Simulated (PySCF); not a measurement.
Compound: C5H9 (doublet state).
Structure used (PBE0-D3(BJ)/def2-SVP), in Å, numbered top down from 1:
```
atom  x, y, z in Å
C1     1.7277   -0.9988   -0.0662
C2     0.4719   -0.3320   -0.4522
C3     0.1609    1.0971    0.0753
C4    -1.3190    0.6997    0.1998
C5    -0.8738   -0.7715    0.2030
H6     2.3514   -1.5330   -0.7860
H7     2.0366   -1.0090    0.9840
H8     0.3501   -0.3450   -1.5479
H9     0.6222    1.2485    1.0645
H10    0.4320    1.9476   -0.5689
H11   -1.8832    0.9497   -0.7122
H12   -1.8836    1.0712    1.0678
H13   -0.6991   -1.1386    1.2270
H14   -1.4820   -1.5144   -0.3354
```

The hyperfine couplings belong to this conformer and change with its torsions.

As a line formula: `[CH2]C1CCC1` [radical].

The calculation used PySCF, UKS B3LYP, IGLO-III on C, pcH-1 on H, non-relativistic, mean-field spin-orbit, GIAO. One conformer (not necessarily the lowest) at the PBE0-D3(BJ)/def2-SVP geometry, without solvent, vibrations or thermal averaging. The SCF solution wasn't tested for stability.

Problem. What is the g tensor, term by term?

Solution. 
```tsv
Δg (ppm)	1	2	3
relativistic mass correction	-142	-142	-142
gauge correction	11	35	40
orbital Zeeman/spin–orbit	-49	489	568
total	-180	382	467
```

So g = 2.00214, 2.00270, 2.00279 and g_iso = 2.00254; the tensor is close to axial: the two nearest values differ by 13 % of g3 − g1. Axes: g2 points within 11° of the C1–H7 bond.

Problem. What effective moment and Curie constant follow for a powder?

Solution. With the mean of g² = 4.0102 and S(S+1) = 0.75: μ_eff = √(⟨g²⟩S(S+1)) = 1.734 μB and χT = 0.12505·⟨g²⟩·S(S+1) = 0.376 cm³ K/mol (cgs; spin-Hamiltonian part alone).

Problem. What are the electron Larmor frequencies g μB B/h along the three axes at 1200 mT?

Solution. 33.6269, 33.6364, 33.6378 GHz for g1, g2 and g3, a range of 10.9 MHz.

Problem. At 9.401 GHz, how far is the centre of the isotropic spectrum from where a free electron (g = 2.002319) resonates?

Solution. B = hν/(g μB) with μB/h = 13.99624 MHz/mT gives 335.45 mT for the free electron and 335.41 mT at g_iso, 0.04 mT lower.

Problem. In a frozen sample, at which fields do the three g values resonate at 9.5, 34, 94 and 263 GHz (hyperfine left aside), and which band first spreads them over more than twice a line width of 1.0 mT?

Solution. 
| band | GHz | B(g3) mT | B(g2) mT | B(g1) mT | spread mT |
| --- | --- | --- | --- | --- | --- |
| X | 9.5 | 338.90 | 338.92 | 339.01 | 0.11 |
| Q | 34.0 | 1212.92 | 1212.97 | 1213.31 | 0.39 |
| W | 94.0 | 3353.37 | 3353.51 | 3354.46 | 1.08 |
| J | 263.0 | 9382.31 | 9382.70 | 9385.34 | 3.03 |

The spread grows in proportion to the frequency. J band is the first where it exceeds 2.0 mT.

The largest Mulliken spin populations are on C1 (+1.08) and C2 (-0.10). No atom but C1 exceeds +0.15. The positive populations add up to 1.20 and the negative ones to -0.20, together 2S = 1. The angles at C1 add up to 359.9°, so it is planar; its axial dipolar tensor and the negative couplings of its protons fit spin in a p orbital normal to that plane.

The HOMO–LUMO gaps are 6.63 eV among the α and 6.53 eV among the β orbitals.

The run took 73 s wall on an Arm Neoverse N1 with one thread, no GPU (shared host).
